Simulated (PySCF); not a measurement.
Compound: C4H10FO (charge +1).
Atom-mapped SMILES: `[CH3:1][O+:2]([CH3:3])[CH2:4][CH2:5][F:6]` (hydrogens: H7, H8, H9 on C1; H10, H11, H12 on C3; H13, H14 on C4; H15, H16 on C5)

Theory: core-valence-separated Tamm–Dancoff BHandHLYP/aug-pcX-1 (pcseg-1 on H) in PySCF, non-relativistic, gas phase, PBE0-D3(BJ)/def2-SVP geometry.

Computed oxygen K-edge spectrum, Gaussian lines of 0.5 eV full width, highest printed point 100; it ends one width below the last computed root. Absolute energies from this functional tend to lie a few eV below measured edges; no shift was applied.

photon energy (eV), absorption and a bar:
```
    534.9          0 
    535.0          0 
    535.1          1 
    535.2          2 #
    535.3          4 #
    535.4          5 ##
    535.5          6 ##
    535.6          6 ##
    535.7          5 #
    535.8          5 #
    535.9          9 ###
    536.0         19 ######
    536.1         39 ############
    536.2         65 ####################
    536.3         89 ###########################
    536.4        100 ##############################
    536.5         91 ###########################
    536.6         68 ####################
    536.7         42 ############
    536.8         21 ######
    536.9          8 ##
    537.0          3 #
    537.1          1 
    537.2          0 
    537.3          0 
    537.4          0 
    537.5          0 
    537.6          0 
    537.7          0 
    537.8          1 
    537.9          1 
    538.0          2 #
    538.1          3 #
    538.2          3 #
    538.3          3 #
    538.4          2 #
    538.5          1 
    538.6          0 
    538.7          0 
    538.8          0 
    538.9          0 
    539.0          0 
    539.1          1 
    539.2          1 
    539.3          2
```

Question: Where are the maxima, and which lines make them up?

Answer: 3 maxima:
- 535.5 eV: O2 (oxonium oxygen), 535.51 eV, f = 0.007, 100 % of the height at the exact maximum
- 536.4 eV: O2 (oxonium oxygen), 536.34 eV, f = 0.058, 50 % of the height at the exact maximum; O2 (oxonium oxygen), 536.47 eV, f = 0.057, 50 % of the height at the exact maximum
- 538.2 eV: O2 (oxonium oxygen), 538.17 eV, f = 0.004, 100 % of the height at the exact maximum

Roots within 0.03 eV on the same or equivalent atoms count as one line; shares under 12 % aren't listed.

Vibrational structure and lifetime widths aren't in the curve. The ionisation threshold wasn't computed; near and above it a finite basis only mimics Rydberg series and continuum.

Hardware: one thread of an x86-64 server, on a shared host. Cost: 27 s of wall time.

The values belong to the conformer `[CH3:1][O+:2]([CH3:3])[CH2:4][CH2:5][F:6]`: C1–O2–C4–C5 75°, O2–C4–C5–F6 -71°.
